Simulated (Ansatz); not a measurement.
A made-up structure of BSiNH4, singlet:

B1  (-1.841, 0.744, -0.283)
Si2  (-0.015, -0.032, -0.640)
N3  (1.296, -0.481, 0.684)
H4  (-3.008, 1.287, 0.002)
H5  (0.460, -0.386, -2.186)
H6  (1.937, -0.847, 0.716)
H7  (1.172, -0.285, 1.708)
(Å)

It is relaxed with PBE-D4/def2-SVP and then PBE0-D4/def2-TZVP (Ansatz 0.2.0). Atoms count as bonded within 1.22 times the sum of their covalent radii (H–H: 0.88 Å). The end point is not checked to be a true minimum.

Question: Does its bonding change? (Judge from chemistry; the calculation decides.)

Answer: The calculation gives: No: no bond forms or breaks.

Where it ends: The first stage lowers the energy by 4.81 eV in 13 steps. It ends as BSiNH₄ ([BH][SiH][NH2]):
```tsv
atom	x (Å)	y (Å)	z (Å)
B1	-1.7155	0.4883	-0.2449
Si2	0.0577	0.1425	-0.5823
N3	1.1931	-0.3390	0.6071
H4	-2.7297	1.0415	0.0048
H5	0.4921	-0.1541	-1.9633
H6	1.5088	-1.2935	0.6731
H7	1.1936	0.1144	1.5055
```

Labels in which every atom is bracketed show which atoms are joined, not bond orders.

For scale, one of the runs: PBE0-D4/def2-TZVP relaxation, 123 basis functions, launched by `ansatz run in.yaml --threads 2 --pin off --events-out ev --progress --plain --max-ram 4352MiB`. The run took about 34 s on 2 CPU threads of an Intel Xeon Platinum 8259CL (shared host).
